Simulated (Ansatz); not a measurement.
```yaml
crystal:
  periodic: [false, false, false]
  atoms:
    - {symbol: C, position_ang: [-1.392581, 2.279105, 1.374985]}
    - {symbol: S, position_ang: [0.196776, 1.462246, -2.156743]}
    - {symbol: C, position_ang: [1.336548, -2.226699, -1.542717]}
    - {symbol: F, position_ang: [3.731840, -2.444317, 0.313889]}
    - {symbol: H, position_ang: [-3.246976, 0.827978, 1.842537]}
    - {symbol: H, position_ang: [0.253711, 2.107140, 3.108505]}
    - {symbol: H, position_ang: [-2.183284, 4.541036, 1.277127]}
    - {symbol: H, position_ang: [1.945205, -3.133445, -3.683246]}
    - {symbol: H, position_ang: [-0.446758, -3.515125, -0.572179]}
basis:
  gaussian: {orbitals: def2-mTZVPP}
hamiltonian: {xc: {name: LC-wPBE}}
accuracy: high
output: {forces: true}
```

```sh
$ ansatz run in.yaml --threads 2 --pin off --events-out ev --progress --plain --max-ram 4352MiB
```

Output, abridged:

```
Functional definition: LC-wPBE
2039 factors; integrals over basis functions are off by at most 9.2e-8 eV
746 factors; integrals over basis functions are off by at most 2.0e-9 eV
mean field evaluation 1: about -15635.1894 eV, gradient 7.0e1 eV
mean field evaluation 2: about -15151.0048 eV, gradient 2.6e2 eV
mean field evaluation 4: about -15541.6132 eV, gradient 1.7e2 eV
mean field evaluation 8: about -15659.8965 eV, gradient 2.0e0 eV
mean field evaluation 16: about -15660.6691 eV, gradient 2.2e-1 eV
mean field evaluation 32: about -15660.6389 eV, gradient 4.7e-1 eV
mean field evaluation 64: about -15660.6581 eV, gradient 2.4e-1 eV
mean field -15660.67200504 eV, -575.5190810005 hartree, gradient 2.5e-8 eV, S^2 0.000000; 6 other end points of the search recorded, 0 dependent functions left out
reference -15660.67200504 eV, -575.5190810005 hartree; 21, 21 occupied and 93, 93 virtual orbitals, 2039 factors
Total energy: -15660.67200504 eV, -575.5190810005 hartree
Atom 0 at    -1.392581     2.279105     1.374985 Å, force    -1.266400     0.872542     2.441679 eV/Å
Atom 1 at     0.196776     1.462246    -2.156743 Å, force    -0.002367    -0.047342     0.125183 eV/Å
Atom 2 at     1.336548    -2.226699    -1.542717 Å, force    -0.722346    -2.427040    -0.925964 eV/Å
Atom 3 at     3.731840    -2.444317     0.313889 Å, force    -0.678110     0.148560    -0.452416 eV/Å
Atom 4 at    -3.246976     0.827978     1.842537 Å, force     2.003307     1.470486    -0.652451 eV/Å
Atom 5 at     0.253711     2.107140     3.108505 Å, force    -1.540063     0.099427    -1.912761 eV/Å
Atom 6 at    -2.183284     4.541036     1.277127 Å, force     0.938462    -2.572209    -0.031092 eV/Å
Atom 7 at     1.945205    -3.133445    -3.683246 Å, force    -0.835285     1.012369     2.663315 eV/Å
Atom 8 at    -0.446758    -3.515125    -0.572179 Å, force     2.102802     1.443206    -1.255493 eV/Å
Dipole moment:    -2.235136     1.759372     0.321820 e Å
```

In this input the geometry is stretched to more than twice its size. Self-consistency was reached. The result belongs to that input, not to the molecule as meant.
